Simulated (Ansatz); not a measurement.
in.yaml

```yaml
crystal:
  periodic: [false, false, false]
  atoms:
    - {symbol: B, position_ang: [0.000000, -0.067150, 1.242636]}
    - {symbol: N, position_ang: [0.000000, 0.108226, 0.146578]}
    - {symbol: P, position_ang: [0.000000, -0.041076, -1.389214]}
basis:
  gaussian: {orbitals: cc-pVDZ, fitting: {mean_field: def2-universal-jkfit}}
magnetization: {spin_polarized: false, initial_magnetization: 1}
correlation: {method: mp2, frozen_orbitals: {B: 20}}
accuracy: high
```

```sh
$ ansatz run in.yaml --threads 1 --pin off --events-out ev --progress --plain --max-ram 2393MiB
```

Q: One thing in this input was set wrong on purpose, beside settings that are merely unusual. What is the gravest fault, and what does the program do?

A: Wrong frozen-orbital counts. How the run ends: refused.
```
Error: "frozen_orbitals" has no count for N
```
